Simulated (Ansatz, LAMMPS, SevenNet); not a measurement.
## Lattice parameter a of bcc Ta: levels of theory against measurement

Reference value: 3.299 Å (measured, static lattice: zero-point anharmonic expansion removed; as tabulated in Mejia-Rodriguez and Trickey (2018), arXiv:1807.09216).

```tsv
level (code)	value (Å)
Lennard-Jones uff-vdw (LAMMPS)	3.486
SevenNet-l3i5 (SevenNet)	…
PBE (Ansatz)	3.319
r²SCAN+SOC (Ansatz)	3.305
PBE0 (Ansatz)	3.310
```

**Question.** Complete the blanks.

**Answer.** 
- SevenNet-l3i5 (SevenNet), value (Å): 3.322

Errors against the reference: Lennard-Jones uff-vdw +5.67 %, SevenNet-l3i5 +0.70 %, PBE +0.61 %, r²SCAN+SOC +0.18 %, PBE0 +0.33 %.

Leaving aside Lennard-Jones uff-vdw, which can be fitted to such values or carry a doubt: Of these levels r²SCAN+SOC (+0.18 %) comes nearest. SevenNet-l3i5 (+0.70 %) lies farthest from it. Within 0.5 %: r²SCAN+SOC, PBE0. The lowest first-principles rung that does so: DFT without exact exchange (r²SCAN+SOC). All 4 levels lie above the reference.

Density-functional levels without +SOC have no spin–orbit coupling. Lennard-Jones uff-vdw: this is a force field's van der Waals term alone, without bonds or charges. Lennard-Jones uff-vdw: pair potentials favour close packing, so symmetry can be all that holds this lattice. Cutoffs and k meshes differ between the levels. Ansatz's density-functional and Hartree–Fock values are scalar-relativistic unless marked +SOC, with PAW data made under PBE.

Machine-learned potentials (SevenNet-l3i5) are trained on DFT data, which may include these solids.

Differences are worked out from the printed values.

Ansatz is an electronic-structure program.
